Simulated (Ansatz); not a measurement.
## How the smallest direct gap on the k points sampled of rock-salt SrO moves with the method

No measured value is used here.

| level (code) | value (eV) |
|---|---|
| LDA (Ansatz) | 3.25 |
| PBE (Ansatz) | 3.40 |
| r²SCAN (Ansatz) | 3.88 |
| r²SCAN+SOC (Ansatz) | 3.84 |
| PBE0 (Ansatz) | 5.63 |
| Hartree–Fock (Ansatz) | 12.96 |
| G0W0@PBE (Ansatz) | 5.42 |

At these levels the smallest gap is indirect and lower: LDA 3.16, PBE 3.32, r²SCAN 3.80, r²SCAN+SOC 3.78, PBE0 5.53, Hartree–Fock 12.86, G0W0@PBE 5.30 eV. Computed values are for a static lattice. Levels without +SOC have no spin–orbit coupling; where heavier elements are present it shifts gaps, mostly down, and can invert bands.  Values are at the measured cell. Cutoffs and k meshes differ between the levels. Ansatz's density-functional and Hartree–Fock values are scalar-relativistic unless marked +SOC, with PAW data made under PBE.

Ansatz is a program for electronic structure.
